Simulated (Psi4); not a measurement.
# C2H5Si (SMILES C=C[SiH2]) at UM06-L/aug-cc-pVDZ

Aim: the vertical doublet–quartet gap of C2H5Si at UM06-L/aug-cc-pVDZ, from 2 runs. 

The calculation is run with Psi4 1.11.

2 further runs of the same task are left out: 2 set aside as unsound or not needed.

## (1) Starting point

The species is C2H5Si (8 atoms), meant as a doublet with charge 0. As SMILES, `C=C[SiH2]`. The shape is that of a PBE0-D4/def2-TZVP optimisation.

Bond lengths: C1–C2 1.338 Å, C2–Si3 1.837 Å, C1–H4 1.086 Å, C1–H5 1.086 Å, C2–H6 1.089 Å, Si3–H7 1.487 Å, Si3–H8 1.487 Å. Angles: C1–C2–Si3 124.1°, C1–C2–H6 118.0°, Si3–C2–H6 117.8°, C2–C1–H4 121.8°, C2–C1–H5 122.0°, C2–Si3–H7 112.1°, C2–Si3–H8 113.3°, H4–C1–H5 116.2°, H7–Si3–H8 112.2°.

## (2) A single-point energy at UM06-L/aug-cc-pVDZ

File c2h5si.dat:

```
memory 1600 mb

molecule {
  0 2
  C     -0.408600     0.930200    -0.877900
  C     -0.357700     0.348900     0.326600
  Si     0.886400    -0.913500     0.807600
  H      0.266200     0.644900    -1.679900
  H     -1.129000     1.708400    -1.111700
  H     -1.056700     0.689200     1.089200
  H      1.531500    -1.544100    -0.375100
  H      0.360000    -1.921200     1.765400
  symmetry c1
}

set {
  basis                aug-cc-pVDZ
  reference            uks
  puream               true
  e_convergence        1e-09
  d_convergence        1e-08
  scf_type             pk
  dft_radial_points    99
  dft_spherical_points 590
  maxiter              200
}

energy("m06-l")
print_variables()
```

Command:

```bash
$ psi4 -i c2h5si.dat -o c2h5si.out -n 1
```

c2h5si.out:

```text
[...]
  Running in c1 symmetry.
[...]
  Nuclear repulsion =   90.643212233150905
[...]
  Multiplicity = 2
[...]
  Nalpha       = 16
  Nbeta        = 15
[...]
    Number of basis functions: 118
[...]
   @UKS iter   1:  -367.99174879492529   -3.76834e-02   8.24763e-03 ADIIS/DIIS
[...]
   @UKS iter  15:  -368.62155068564692   -7.84439e-12   8.14665e-09 DIIS
[...]
   @S^2 Observed:                7.592543308E-01
[...]
    Orbital Energies [Eh]
    ---------------------
    Alpha Occupied:
       1A    -65.842181     2A    -10.071927     3A    -10.061767
       4A     -5.249375     5A     -3.561851     6A     -3.557667
       7A     -3.557365     8A     -0.738016     9A     -0.561624
      10A     -0.484477    11A     -0.422841    12A     -0.375410
      13A     -0.324171    14A     -0.298811    15A     -0.277055
      16A     -0.177140
    Alpha Virtual:
      17A     -0.040011    18A     -0.004415    19A      0.006577
      20A      0.010706    21A      0.019992    22A      0.023616
      23A      0.031031    24A      0.040891    25A      0.054216
[...]
  @UKS Final Energy:  -368.62155068564692
   => Energetics <=
    Nuclear Repulsion Energy =             90.6432122331509049
    One-Electron Energy =                -686.1555578774804189
    Two-Electron Energy =                 260.4718848888795719
    DFT Exchange-Correlation Energy =     -33.5810899301969243
    Empirical Dispersion Energy =           0.0000000000000000
    VV10 Nonlocal Energy =                  0.0000000000000000
    Total Energy =                       -368.6215506856469233
[...]
 Multipole Moments:
 ------------------------------------------------------------------------------------
     Multipole            Electronic (a.u.)      Nuclear  (a.u.)        Total (a.u.)
 ------------------------------------------------------------------------------------
 L = 1.  Multiply by 2.5417464519 to convert [e a0] to [Debye]
 Dipole X            :          1.1440518           -1.2933106           -0.1492588
 Dipole Y            :         -0.3223841            0.4620065            0.1396225
 Dipole Z            :          1.4822638           -1.5687222           -0.0864584
 Magnitude           :                                                    0.2219182
[...]
```

Wall time 1.9 min (1 thread of AMD EPYC 9R45 (Zen 5), shared host); peak memory 0.81 GiB.

## (3) The quartet, same level

File input.inp:

```
memory 1.6 GB

molecule m {
  0 4
  C     -0.408600     0.930200    -0.877900
  C     -0.357700     0.348900     0.326600
  Si     0.886400    -0.913500     0.807600
  H      0.266200     0.644900    -1.679900
  H     -1.129000     1.708400    -1.111700
  H     -1.056700     0.689200     1.089200
  H      1.531500    -1.544100    -0.375100
  H      0.360000    -1.921200     1.765400
  symmetry c1
}

set basis aug-cc-pVDZ
set reference uks
set puream true
set e_convergence 1e-09
set d_convergence 1e-08
set scf_type pk
set dft_radial_points 99
set dft_spherical_points 590
set maxiter 200

e, wfn = energy('m06-l', return_wfn=True)
oeprop(wfn, 'LOWDIN_CHARGES', 'MULLIKEN_CHARGES', 'MAYER_INDICES')
```

Command:

```bash
$ psi4 input.inp input.out -n 1
```

input.out (excerpt; [...] marks lines left out):

```text
[...]
  Running in c1 symmetry.
[...]
  Nuclear repulsion =   90.643212233150905
[...]
  Multiplicity = 4
[...]
  Nalpha       = 17
  Nbeta        = 14
[...]
    Number of basis functions: 118
[...]
   @UKS iter   1:  -367.58291034102064    3.71155e-01   9.00874e-03 ADIIS/DIIS
[...]
   @UKS iter  15:  -368.44950469835788   -3.18323e-12   4.20369e-09 DIIS
[...]
   @S^2 Observed:                3.764893768E+00
[...]
  @UKS Final Energy:  -368.44950469835788
   => Energetics <=
    Nuclear Repulsion Energy =             90.6432122331509049
    One-Electron Energy =                -685.7336121742230262
    Two-Electron Energy =                 260.2960708928875420
    DFT Exchange-Correlation Energy =     -33.6551756501733763
    Empirical Dispersion Energy =           0.0000000000000000
    VV10 Nonlocal Energy =                  0.0000000000000000
    Total Energy =                       -368.4495046983578845
[...]
 Multipole Moments:
 ------------------------------------------------------------------------------------
     Multipole            Electronic (a.u.)      Nuclear  (a.u.)        Total (a.u.)
 ------------------------------------------------------------------------------------
 L = 1.  Multiply by 2.5417464519 to convert [e a0] to [Debye]
 Dipole X            :          0.9198837           -1.2933106           -0.3734268
 Dipole Y            :         -0.1971963            0.4620065            0.2648102
 Dipole Z            :          1.4850716           -1.5687222           -0.0836507
 Magnitude           :                                                    0.4653703
[...]
  Mulliken Charges: (a.u.)
   Center  Symbol    Alpha    Beta     Spin     Total
       1     C     3.28505  1.95791  1.32714  0.75704
       2     C     3.43721  2.24079  1.19642  0.32200
       3    SI     7.37806  6.65527  0.72279 -0.03332
       4     H     0.63759  0.77044 -0.13286 -0.40803
       5     H     0.58779  0.72293 -0.13514 -0.31071
       6     H     0.60909  0.75480 -0.14572 -0.36389
       7     H     0.52936  0.44727  0.08209  0.02338
       8     H     0.53586  0.45060  0.08526  0.01354
   Total alpha = 17.00000, Total beta = 14.00000, Total charge =  0.00000
[...]
```

Run time: 2 min. Hardware: 1 thread of AMD EPYC 9R45 (Zen 5), shared host; peak memory 0.82 GiB.

## (4) Summary of results

At UM06-L/aug-cc-pVDZ:

| quantity | value |
| --- | --- |
| doublet: total energy | -368.62155 Eh |
| doublet: dipole moment | 0.56 D |
| doublet: HOMO energy (highest over α and β) | -4.82 eV |
| doublet: LUMO energy (lowest over α and β) | -3.20 eV |
| doublet: ⟨S²⟩ | 0.759 |
| quartet: total energy | -368.44950 Eh |
| quartet: dipole moment | 1.18 D |
| quartet: HOMO energy (highest over α and β) | -2.51 eV |
| quartet: ⟨S²⟩ | 3.765 |
| vertical energy of the quartet above the doublet | 4.682 eV |

At this shape the quartet lies 4.68 eV (108 kcal/mol) above the doublet. Mulliken charges (quartet) run from -0.41 on H4 to +0.76 on C1; in a basis this large or diffuse they mean little.
